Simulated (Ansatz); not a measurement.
The input, for Ansatz 0.2.0:

```yaml
crystal:
  periodic: [false, false, false]
  atoms:
    - {symbol: F, position_ang: [0.076261, -0.155807, 1.545330]}
    - {symbol: C, position_ang: [-0.088613, 0.470318, 0.417958]}
    - {symbol: S, position_ang: [-0.011992, -0.083853, -1.072159]}
basis:
  gaussian: {orbitals: cc-pVDZ}
magnetization: {spin_polarized: false, initial_magnetization: 1}
correlation: {method: sc_nevpt2, electrons: outside_noble_gas, active_space: {window: {electrons: 15, orbitals: 11}, shells: [{species: C, l: s, shell: 2}, {species: C, l: p, shell: 2}, {species: F, l: p, shell: 2}, {species: S, l: s, shell: 3}, {species: S, l: p, shell: 3}]}}
```

```sh
$ ansatz run in.yaml --threads 1 --pin off --events-out ev --progress --plain --max-ram 2393MiB
```

(1) Roughly how long does this take on 1 thread of AMD EPYC, shared host, and how much host memory?

```
842 factors; integrals over basis functions are off by at most 1.1e-7 eV
mean field evaluation 1: about -14549.8867 eV, gradient 2.1e1 eV
mean field evaluation 2: about -14549.8936 eV, gradient 2.1e1 eV
mean field evaluation 4: about -14551.2210 eV, gradient 3.8e0 eV
mean field evaluation 8: about -14551.3370 eV, gradient 6.5e-1 eV
mean field evaluation 16: about -14551.3475 eV, gradient 1.6e-6 eV
mean field -14551.34745115 eV, -534.7521555720 hartree, gradient 1.6e-6 eV, S^2 0.750000; 1 other end points of the search recorded, 0 dependent functions left out
reference -14551.34745115 eV, -534.7521555720 hartree; 16, 15 occupied and 30, 31 virtual orbitals, 842 factors
state -14554.44264726 eV, -534.8659019314 hartree
state -14554.44264726 eV, -534.8659019314 hartree; corrected -14562.60836736 eV, -535.1659866099 hartree
Total energy: -14562.60836736 eV, -535.1659866099 hartree
Checks for a lower state left out: starts, orbital_swaps
```

Natural occupations: 1.9973 1.9941 1.9890 1.9793 1.9747 1.9694 1.9305 1.0196 0.0857 0.0346 0.0257.

For the same geometry and basis UCCSDT(Q) lies 1456.7 meV lower.

Answers

(1) 16 s wall and 0.14 GiB.
